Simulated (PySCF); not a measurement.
## Electronic absorption of C5H10S

C5H10S.
Atom-mapped SMILES: `[CH3:1][CH2:2][CH2:3][C:4]([CH3:5])=[S:6]` (hydrogens: H7, H8, H9 on C1; H10, H11 on C2; H12, H13 on C3; H14, H15, H16 on C5)

Cartesian coordinates in Å at the PBE0-D3(BJ)/def2-SVP level; atoms count from 1:
```
atom  x, y, z in Å
C1    -2.3763    0.3052   -0.4758
C2    -1.0107   -0.1978   -0.0383
C3     0.1023    0.2004   -1.0158
C4     1.4417   -0.3583   -0.6219
C5     2.1280    0.3162    0.5250
S6     2.0810   -1.6538   -1.3722
H7    -3.1588    0.0057    0.2376
H8    -2.6520   -0.0973   -1.4632
H9    -2.3944    1.4044   -0.5492
H10   -0.7798    0.1867    0.9693
H11   -1.0211   -1.2975    0.0444
H12   -0.1525   -0.1651   -2.0211
H13    0.1645    1.3032   -1.0585
H14    2.2390    1.3951    0.3226
H15    1.5109    0.2346    1.4364
H16    3.1114   -0.1272    0.7200
```

Computed with TDDFT CAM-B3LYP/def2-SVPD, vertical, gas phase, core orbitals frozen in the response in PySCF.

```
state  λ (nm)  E (eV)       f  main configurations (H = HOMO, L = LUMO)
   S1   486.9    2.55  0.0000                                 H→L (99%)
   S2   217.2    5.71   0.287                               H-1→L (94%)
   S3   202.8    6.11   0.082      H→L+1 (72%), H→L+2 (11%), H→L+5 (8%)
   S4   196.3    6.32  0.0039     H-3→L (43%), H-2→L (42%), H-5→L (10%)
   S5   187.9    6.60  0.0057                               H→L+4 (77%)
   S6   181.0    6.85  0.0063     H-3→L (32%), H-2→L (24%), H-4→L (20%)
```

The lowest singlet lies at 2.55 eV (487 nm, visible) and is dark (f under 0.0005); its leading configuration is HOMO→LUMO (99%). The most intense listed level is S2 at 5.71 eV (217 nm, f = 0.287), 3.16 eV above S1. S1 has the pattern of n→π* at C=S. Weighted by f, the mean energy of these states is 5.83 eV. The listed states span 4.30 eV, and the widest gap between neighbours is 3.16 eV (S1 to S2). Of the 6 states listed, 2 reach f = 0.01 and 1 stays under 0.0005. S1 lies in the visible range (380 to 750 nm), at 487 nm, dark in the vertical dipole picture (f under 0.0005); light of that wavelength is green-blue, and its complementary colour is orange. Singlets were solved by full linear response.

One conformer stands for the species.
